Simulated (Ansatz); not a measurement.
# What a trial cell of RbMg relaxes into

Method: Ansatz 0.2.0, DFT PBE, scalar-relativistic, plane waves, PAW. Cutoff 420 eV, Γ-centred k mesh, Gaussian smearing, no spin polarisation in the final step.

RbMg was placed on the CoSn structure type (P6/mmm, No. 191), with Rb in place of Co, Mg in place of Sn, at a guessed volume.

```
Rb Mg
1.0
     7.36930    0.00000    0.00000
    -3.68465    6.38200    0.00000
     0.00000    0.00000    5.94569
Rb Mg
3 3
Direct
  0.50000 0.00000 0.00000
  0.50000 0.50000 0.00000
  0.00000 0.50000 0.00000
  0.00000 0.00000 0.00000
  0.33333 0.66667 0.50000
  0.66667 0.33333 0.50000
```

Cell and atoms relax at zero pressure; the relaxation can't lower the symmetry of the start.

Formation energies are uncorrected and refer to the elements' standard structures at the same level.

**Question.** What does it relax into?

**Answer.** It keeps P6/mmm (No. 191). The result has the CoSn (Rb on Co sites) structure. Conventional cell: a = 8.898 Å, c = 6.033 Å. Around Rb lie 4 Mg at 3.96 Å, 2 Mg at 4.45 Å and 4 Rb at 4.45 Å; Mg on Wyckoff site a (1 atom of the primitive cell) is coordinated by 6 Rb at 4.45 Å; Mg on Wyckoff site d (2 atoms of the primitive cell) has 6 Rb at 3.96 Å.

```cif
data_structure
_symmetry_space_group_name_H-M 'P6/mmm'
_symmetry_Int_Tables_number 191
_cell_length_a 8.8981
_cell_length_b 8.8981
_cell_length_c 6.0329
_cell_angle_alpha 90.000
_cell_angle_beta 90.000
_cell_angle_gamma 120.000
_cell_volume 413.67
loop_
_atom_site_label
_atom_site_type_symbol
_atom_site_symmetry_multiplicity
_atom_site_Wyckoff_symbol
_atom_site_fract_x
_atom_site_fract_y
_atom_site_fract_z
_atom_site_occupancy
Rb1 Rb 3 f 0.50000 0.00000 0.00000 1
Mg1 Mg 1 a 0.00000 0.00000 0.00000 1
Mg2 Mg 2 d 0.33333 0.66667 0.50000 1
```

**Question.** What are its volume, energy, density and gap?

**Answer.** The volume per atom is 68.94 Å³, the density is 1.32 g/cm³ and the energy over the elements is 0.52 eV/atom. The gap on the 6×6×8 mesh is 0 eV (a metal).

The final run used a 6×6×8 mesh on its 6-atom cell and 0.10 eV smearing. For metals, differences of a few meV/atom aren't resolved. Symmetry constrained the relaxation, so the result can be a saddle point.

Cost: 3 runs of about 7.8 core-minutes in all, on Arm Neoverse V1 (shared hosts).